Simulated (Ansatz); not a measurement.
# C2H3O2: the cost of one run

Method: PBE0-D4/def2-SVPD; program: Ansatz 0.2.0, Gaussian basis.

1 further run of the same task is left out (it didn't finish).

## 1. The system as given

7 atoms, charge -1, spin multiplicity 1.

Atoms are counted from 1 here; the program's logs count them from 0.

Bond lengths: O1–C2 1.278 Å, C2–C3 1.348 Å, C2–H5 1.124 Å, C3–O4 1.428 Å, C3–H6 1.078 Å, O4–H7 0.971 Å. Angles: O1–C2–C3 125.6°, O1–C2–H5 119.1°, C3–C2–H5 115.3°, C2–C3–O4 118.4°, C2–C3–H6 127.4°, O4–C3–H6 114.2°, C3–O4–H7 98.9°.

As a file:

```
O    -1.37482   -0.80421   -0.52282
C    -0.80797    0.22059   -0.01005
C     0.51409    0.35326    0.21784
O     1.37479   -0.73195   -0.13079
H    -1.43756    1.10402    0.28531
H     1.02356    1.20323    0.64218
H     0.70790   -1.34494   -0.48167
```

## 2. The run

File md/in.yaml:

```yaml
crystal:
  periodic: [false, false, false]
  atoms:
    - {symbol: O, position_ang: [-1.374820, -0.804210, -0.522820]}
    - {symbol: C, position_ang: [-0.807970, 0.220590, -0.010050]}
    - {symbol: C, position_ang: [0.514090, 0.353260, 0.217840]}
    - {symbol: O, position_ang: [1.374790, -0.731950, -0.130790]}
    - {symbol: H, position_ang: [-1.437560, 1.104020, 0.285310]}
    - {symbol: H, position_ang: [1.023560, 1.203230, 0.642180]}
    - {symbol: H, position_ang: [0.707900, -1.344940, -0.481670]}
basis:
  gaussian: {orbitals: def2-SVPD}
total_charge: -1
hamiltonian: {xc: pbe0, dispersion: d4}
md: {n_steps: 80, timestep: 0.5, temperature: 300, ensemble: nvt_langevin, seed: 87, friction: 0.05, initial_velocities: maxwell_boltzmann}
```

Command:

```sh
> ansatz run in.yaml --threads 2 --pin off --events-out ev --progress --plain --max-ram 3481MiB
```

What time and memory should one allow on 2 threads of Arm Neoverse V2, shared host?

About 100 s, with a peak of 0.19 GiB.
